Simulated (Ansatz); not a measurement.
Input file:

```yaml
crystal:
  periodic: [false, false, false]
  atoms:
    - {symbol: W, position_ang: [-0.187350, 0.001604, 0.001551]}
    - {symbol: N, position_ang: [1.958552, -0.016768, -0.016210]}
    - {symbol: H, position_ang: [2.309990, -0.974754, -0.014182]}
    - {symbol: H, position_ang: [2.329072, 0.461883, 0.805287]}
    - {symbol: H, position_ang: [2.315310, 0.453332, -0.848665]}
basis:
  gaussian: {orbitals: def2-SVP}
total_charge: 1
magnetization: {spin_polarized: true, initial_magnetization: 3}
hamiltonian: {xc: {name: wB97M-V}}
output: {forces: true, orbitals: {seedname: orbitals}}
```

```sh
$ ansatz run in.yaml --threads 1 --pin off --events-out ev --progress --plain --max-ram 4096MiB --backend cpu
```

The program prints:

```
  # Of w^i u^j: cxij and so on, Table III.
  gx(w, u) = 1 - cx + cx01*u + cx10*w
  gss(w, u) = css00 + css04*u^4 + css10*w + css20*w^2 + css43*w^4*u^3
  gos(w, u) = cos00 + cos10*w + (cos20 + cos21*u)*w^2 + (cos60 + cos61*u)*w^6
      + integral(e_c_pw_mod_opposite_spin*gos(b97_w_opposite, b97_u_opposite)) + vv10(b, c)
619 factors; integrals over basis functions are off by at most 1.0e-3 eV
166 factors; integrals over basis functions are off by at most 6.5e-4 eV
mean field evaluation 1: about -3342.0789 eV, gradient 4.4e1 eV
mean field evaluation 2: about -3341.4411 eV, gradient 4.4e1 eV
mean field evaluation 4: about -3349.5448 eV, gradient 1.0e0 eV
mean field evaluation 8: about -3349.6336 eV, gradient 1.2e-1 eV
mean field evaluation 16: about -3349.6354 eV, gradient 9.4e-3 eV
mean field evaluation 32: about -3349.8107 eV, gradient 2.5e-6 eV
mean field evaluation 64: about -3349.8024 eV, gradient 3.1e-1 eV
mean field evaluation 96: about -3349.8107 eV, gradient 5.7e-3 eV
mean field evaluation 128: about -3349.8107 eV, gradient 5.6e-3 eV
mean field evaluation 160: about -3349.5750 eV, gradient 1.6e0 eV
mean field -3349.81073021 eV, -123.1032737519 hartree, gradient 2.7e-10 eV, S^2 4.402445; 8 other end points of the search recorded, 0 dependent functions left out
the calculation of the forces begins
reference -3349.81077631 eV, -123.1032754462 hartree; 13, 10 occupied and 48, 51 virtual orbitals, 619 factors
Total energy: -3349.81077631 eV, -123.1032754462 hartree
Atom 0 at    -0.187350     0.001604     0.001551 Å, force    -0.123416     0.003882     0.001007 eV/Å
Atom 1 at     1.958552    -0.016768    -0.016210 Å, force    -0.831000     0.008708     0.006870 eV/Å
Atom 2 at     2.309990    -0.974754    -0.014182 Å, force     0.321650    -0.219041    -0.001544 eV/Å
Atom 3 at     2.329072     0.461883     0.805287 Å, force     0.317955     0.104203     0.185825 eV/Å
Atom 4 at     2.315310     0.453332    -0.848665 Å, force     0.314810     0.102248    -0.192158 eV/Å
Dipole moment:     0.798875    -0.006724    -0.006613 e Å
```

Forces (eV/Å):
```
W   -0.123  0.004  0.001
N   -0.831  0.009  0.007
H    0.322 -0.219 -0.002
H    0.318  0.104  0.186
H    0.315  0.102 -0.192
```

Ran on 1 thread of AMD EPYC 7R13, shared host: 4.2 min wall, 0.33 GiB peak host memory.
